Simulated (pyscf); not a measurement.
Structures and frequencies: ωB97X-D3(BJ)/def2-SVP in PySCF.

PBE/def2-TZVP puts the barrier of Cl–GaH₂ + HO–SiH₃ → HO–GaH–Cl + SiH₄ (four-centre exchange; singlet surface; Ga–H, O–Si broken, Ga–O, H–Si formed) at 0.29 eV and the reaction energy at +0.09 eV, from the separated reactants. What do r²SCAN/def2-TZVP, PBE0-D3(BJ)/def2-TZVP, ωB97M-D3(BJ)/def2-TZVP give on the same structures?

r²SCAN: ΔE‡ = 0.21 eV, ΔE = +0.12 eV; PBE0-D3(BJ): ΔE‡ = 0.21 eV, ΔE = +0.14 eV; ωB97M-D3(BJ): ΔE‡ = 0.35 eV, ΔE = +0.19 eV. PBE's barrier lies among them. Its reaction energy lies under all of them, by 0.03 to 0.10 eV. On the reactant side the descent ends in an adduct with a Ga–O contact, 0.81 eV under the separated species and 0.96 eV under the saddle at ωB97X-D3(BJ)/def2-TZVP. On the product side the descent ends in a complex, 0.25 eV under the separated species and 0.27 eV under the saddle at ωB97X-D3(BJ)/def2-TZVP. What is counted as formed (Ga–O) is already present as a longer contact in the reactant adduct; forming that adduct is a step of its own. At the saddle there is also a short Ga–Si contact that neither side keeps. At ωB97X-D3(BJ) the barrier from the zero used here is 0.15 eV. One saddle was located; it need not be the lowest between these sides. Elements up to Kr have no core potential and no relativistic terms here.
